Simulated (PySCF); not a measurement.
## Spin states of BN

Unrestricted PBE0; PySCF, no relativity, basis sets B 6-31G(d,p), N 6-31G(d,p). Outer shells of the fragments: B 2s2 2p1; N 2s2 2p3.

Followed along the bond (rough minima from three points):

```csv
2Ms+1,unpaired,⟨S²⟩ at the start,R at minimum (Å),Te (eV)
3,"σ ↑, π ↑",2.00,1.32,0.00
1,"σ ↓, π ↑",1.04,1.33,0.17
1,none,0.80,1.27,0.55
3,π ↑↑,2.00,1.49,1.37
1,π ↑↓,1.00,1.49,1.90
```

Solutions found at the starting distance of 1.470 Å, counted from the lowest of them; the search is not exhaustive and high or unbound solutions are not listed, so other states can lie among these:

```
2Ms+1    unpaired   term  E (eV)  ⟨S²⟩  ⟨Lz²⟩  μ (D)
    3    σ ↑, π ↑     ³Π    0.00  2.00   1.02  -2.01
    1    σ ↓, π ↑  mixed    0.15  1.04   1.01  -2.08
    3        π ↑↑    ³Σ⁻    0.91  2.00   0.00   0.80
    1        none  mixed    1.12  0.80   0.00  -2.09
    1        π ↑↓  mixed    1.44  1.00   2.01   0.89
    3        σ ↑↑    ³Σ⁺    2.31  2.04   0.00  -1.54
    1        none  mixed    2.96  0.00   2.00   1.13
    5  σ ↑, π ↑↑↑     ⁵Π    3.21  6.00   1.00  -0.63
    3  σ ↑, π ↑↑↓  mixed    3.98  3.00   3.01  -0.66
    5  σ ↑↑, π ↑↑  mixed    5.17  6.00   2.00   0.26
    5  σ ↑↑, π ↑↑  mixed    5.74  6.00   2.00   0.03
    5      π ↑↑↑↑    ⁵Σ⁺    7.97  6.17   0.00  -0.94
```

A term symbol is given only where ⟨S²⟩ and ⟨Lz²⟩ are close to those of a pure state; real π, δ and φ orbitals otherwise mix terms. A positive dipole means B(−)N(+).
